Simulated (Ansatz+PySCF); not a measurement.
## doublet NH₃(+): levels of theory in one basis

```xyz
4

N     0.0000    0.0000    0.0000
H     0.0000   -1.0754   -0.0148
H     0.0000    0.5249    0.9387
H     0.0000    0.5505   -0.9239
```

Basis set: cc-pVTZ (spherical functions). Left uncorrelated: 1 orbital. Correlation on ROHF uses semicanonical orbitals with singles. Charge 1, multiplicity 2.

Computed with Ansatz (development build ahead of 0.2.0) and PySCF 2.14.0; each method stands on the lowest determinant of its kind that the runs found.

```
  method  E − E(ROHF) (eV)  <S²> of the determinant
    ROHF              0.00                     0.75
     UHF             -0.16                     0.76
ROHF-MP2             -5.10                        –
 UHF-MP2             -5.09                     0.76
```

Problem. What does ROHF-CCSD(T) give on the same scale?

Solution. -5.75 eV.
